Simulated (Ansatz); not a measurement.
Geometry optimisation, RKS r2SCAN/def2-SVP (Ansatz).

input.yaml

```yaml
crystal:
  periodic: [false, false, false]
  atoms:
    - { symbol: Al, position_ang: [0.0, 0.0, 0.0] }
    - { symbol: H, position_ang: [0.0, 0.0, 1.56] }
    - { symbol: Cl, position_ang: [1.9312, 0.0, -1.115] }
    - { symbol: Cl, position_ang: [-1.9312, 0.0, -1.115] }
basis:
  gaussian: { orbitals: def2-SVP }
hamiltonian:
  xc: r2scan
relax:
  f_tol: 0.02
  max_steps: 40
```

Launched with:

```bash
$ ansatz run input.yaml --threads 1 --pin off --max-ram 2048MiB --backend cpu --events-out ev --progress --plain --runs-dir out
```

**Question.** Where does it end, and by what steps?

**Answer.** The run converged. After 3 steps the energy has fallen by 0.278 eV; Cl3 moved furthest, 0.14 Å.

```json
{"step": "0", "energy less start (eV)": "0.0000", "largest force component (eV/Å)": "1.769", "accepted": "yes"}
{"step": "1", "energy less start (eV)": "-0.2685", "largest force component (eV/Å)": "0.474", "accepted": "yes"}
{"step": "2", "energy less start (eV)": "-0.2779", "largest force component (eV/Å)": "0.084", "accepted": "yes"}
{"step": "3", "energy less start (eV)": "-0.2784", "largest force component (eV/Å)": "0.007", "accepted": "yes"}
```

```xyz
4
Properties=species:S:1:pos:R:3
Al 0.000 0.000 -0.020
H 0.000 0.000 1.546
Cl 1.797 0.000 -1.098
Cl -1.797 0.000 -1.098
```

Whether the end is a true minimum wasn't checked by a vibrational analysis.

Time of the run: 6 s on 1 thread of Intel(R) Xeon(R) 6975P-C (Granite Rapids), with other jobs on the host, peak memory 0.14 GiB.
